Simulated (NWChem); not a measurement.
hydrogen isocyanide (CHN); SMILES [C-]#[NH+]

All runs: NWChem. Geometry: optimised at PBE0/def2-SVP.

Problem. Predict the results for B3LYP/aug-cc-pVTZ. Quantities: highest occupied level (eV); orbital gap (eV); dipole (D).

Solution. The highest occupied level (eV) is -9.00. The orbital gap (eV) comes out as 8.52 and the dipole (D) comes out as 3.05.
